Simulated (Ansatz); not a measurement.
# SiNH2 (doublet): from Hartree-Fock to the top rungs at a displaced geometry (v2), cc-pVDZ

The task here is to estimate one member of a computed series from the others.

Method: cc-pVDZ, core rule «outside noble gas», up to 6 orbitals frozen; program: Ansatz 0.2.0, Gaussian basis.

To be run: UHF; CCSD(T) on ROHF; CCSD(T) on UHF; BCCD(T) on ROHF; CISD; CCSDT(Q) on ROHF; CCSDT(Q) on UHF.

25 further runs of the same task are left out: 10 for a known fault of the program, 6 that didn't finish, 9 set aside as unsound or not needed.

**What is computed**

The geometry is a PBE0/def2-TZVP stationary point (not a proven minimum) with its atoms shifted at random (size 0.100 Å).

4 atoms, charge 0, spin multiplicity 2.

Atoms are counted from 1 here; the program's logs count them from 0.

Bond lengths: Si1–N2 1.593 Å, Si1–H3 1.499 Å, N2–H4 1.064 Å. Angles: N2–Si1–H3 109.8°, Si1–N2–H4 127.6°.

As a file:

```
Si    0.0545   -0.1224    0.5290
N    -0.1104    0.1962   -1.0231
H    -0.0338    1.1482    1.3192
H     0.0493   -0.4643   -1.8420
```

The first run:

Contents of in.yaml:

```yaml
crystal:
  periodic: [false, false, false]
  atoms:
    - {symbol: Si, position_ang: [0.054491, -0.122370, 0.529022]}
    - {symbol: N, position_ang: [-0.110383, 0.196153, -1.023143]}
    - {symbol: H, position_ang: [-0.033763, 1.148233, 1.319184]}
    - {symbol: H, position_ang: [0.049346, -0.464295, -1.842035]}
basis:
  gaussian: {orbitals: cc-pVDZ}
magnetization: {spin_polarized: true, initial_magnetization: 1}
hamiltonian: {xc: hf}
output: {orbitals: {seedname: orbitals}}
```

The run is started by

```bash
> ansatz run in.yaml --threads 1 --pin off --events-out ev --progress --plain --max-ram 2393MiB
```

Among the steps run: UHF; CCSD(T) on ROHF; CCSD(T) on UHF; BCCD(T) on ROHF; CISD; CCSDT(Q) on ROHF; CCSDT(Q) on UHF.

One table of the session follows, with a row left open; its other results are not shown here.

```
   method  from UCCSDT(Q) (meV)
     ROHF               +8160.9
      UHF               +7901.2
     RMP2                +882.6
     UMP2               +1300.3
     CISD                     ?
    RCCSD                +411.0
    UCCSD                +397.8
 RCCSD(T)                 +63.8
 UCCSD(T)                 +93.6
  BCCD(T)                 +75.3
   RCCSDT                 +43.0
   UCCSDT                 +43.9
RCCSDT(Q)                  +7.2
UCCSDT(Q)                     0
```

Estimate the missing values for CISD.

**Answer.** from UCCSDT(Q) (meV): +1078.0. In the column «from UCCSDT(Q) (meV)» it lies between RMP2 (+882.6) and UMP2 (+1300.3).

Limits of these values: Restricted and unrestricted rows rest on different reference determinants; where their highest levels disagree by more than a few hundredths of an eV, they describe different states and don't form one ladder.
